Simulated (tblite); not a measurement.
Problem. Write Cartesian coordinates for `N[SiH][SiH3]` [radical] as optimised with GFN2-xTB. (Doublet state.)

Solution. 
```
atom  x, y, z in Å
N1    -1.7732    0.3057    0.0401
Si2   -0.4953   -0.8618    0.1858
Si3    1.5195    0.1270   -0.2134
H4    -2.6983    0.0907    0.3734
H5    -1.8321    0.8764   -0.7875
H6    -0.8246   -1.4462    1.4985
H7     2.5382   -0.9082   -0.0005
H8     2.0112    1.3111    0.5106
H9     1.5682    0.5112   -1.6322
```

Orientation and origin are arbitrary. Atoms count from 1 in this order. N1 (nitrogen bonded to Si and 2 H) has angles 120.3°, 119.5° and 109.8°, sum 349.7°, 0.22 Å off the plane of its three neighbours. Si2 (silicon bonded to N, Si and H) is pyramidal (angles 121.7°, 110.1° and 100.2°, sum 332.0°, 0.55 Å off the plane of its three neighbours). Si3 (silicon bonded to Si and 3 H) is distorted tetrahedral (angles from 104.7° to 123.9°).

Bonds between heavy atoms (Å): N1–Si2 1.737, Si2–Si3 2.280.

Structure optimised with GFN2-xTB, isolated species. This method treats the open shell by occupation alone, without spin polarisation.

Its GFN2-xTB frequencies are all real (lowest 89 cm⁻¹). Torsions: H–N1–Si2–Si3 -167° and 52°. 2 starts were optimised and ended at 0.00 and 1.64 kcal/mol (GFN2-xTB); the lowest of these is shown.

One conformer stands for the species.

These are computed values.
